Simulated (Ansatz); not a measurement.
[H···H···SiH], doublet in 6-31G: errors against full CI

Geometry: a point of a hydrogen-transfer path between rigid fragments, not a stationary point.

```xyz
4

H    -2.6987    0.0479    0.0000
H    -1.3147    0.0479    0.0000
Si    0.1253    0.0479    0.0000
H     0.5217   -1.4316    0.0000
```

Basis 6-31G; Ansatz 0.2.0. Correlated methods freeze the noble-gas cores, which leaves 7 electrons in 14 orbitals. Prefix R: restricted or restricted open-shell reference; prefix U: unrestricted. Active spaces: pair = (3e, 3o) about the gap; valence = (7e, 7o) chosen from the atoms' valence shells.

Full CI is exact within this basis and frozen core; it isn't the basis-set limit. The frozen core follows each run's orbitals, which can shift R against U totals by a few meV.

For open shells CISD and CISDTQ are restricted-active-space CI with the open shells as a complete middle space.

* UHF ⟨S²⟩: 1.209
* T1 diagnostic (RCCSD): 0.0254
* largest doubles amplitude (RCCSD): 0.113

| level | E − E(full CI) (mEh) | share of correlation (%) | wall time |
| --- | --- | --- | --- |
| RHF | 68.13 | 0.00 | – |
| RMP2 | 22.27 | 67.32 | – |
| CISD | 3.61 | 94.70 | 0.21 s |
| RCCSD | 1.09 | 98.41 | – |
| RCCSD(T) | 0.38 | 99.45 | 0.39 s |
| BCCD(T) | 0.36 | 99.47 | 0.42 s |
| RCCSDT | 0.08 | 99.88 | – |
| CISDTQ | 0.05 | 99.92 | 0.54 s |
| RCCSDT(Q) | 0.03 | 99.96 | 1.3 s |
| RCCSDTQ | 0.00 | 100.00 | 6.5 s |
| CASSCF (pair space) | 52.10 | 23.52 | – |
| NEVPT2 (pair space) | 18.33 | 73.10 | 0.15 s |
| MRCISD (pair space) | 2.31 | 96.60 | – |
| MRCISD+Q (pair space) | -0.61 | 100.89 | 0.42 s |
| CASSCF (valence space) | 21.88 | 67.89 | – |
| NEVPT2 (valence space) | 6.61 | 90.30 | 0.87 s |
| MRCISD (valence space) | 1.00 | 98.53 | – |
| MRCISD+Q (valence space) | 0.68 | 99.01 | 1.2 s |

The correlation energy at full CI, counted from RHF, is -1.854 eV. That run took 1.1 s on 1 thread of Arm Neoverse V2, shared host over 188,232 determinants.

Run but not shown, since their state or frozen core can't be matched to the reference's or they repeat it: UHF, UMP2, UCCSD, UCCSD(T), UCCSDT, UCCSDT(Q), UCCSDTQ.

Times hold each run's SCF and search for its determinant on a shared host, so for small cases they say little of a method's own cost; they ran on 1 thread of Arm Neoverse V2.

Not variational, and here over 5 meV under the exact energy: MRCISD+Q (pair space).

The full-CI state has the irrep A' of Cs, in the program's axes.

Natural occupations of full CI about the gap: 1.976 1.965 1.920 0.999 0.053 0.035 0.028 0.009 0.005 0.005; effectively unpaired electrons, Σ n²(2−n)², 1.05.
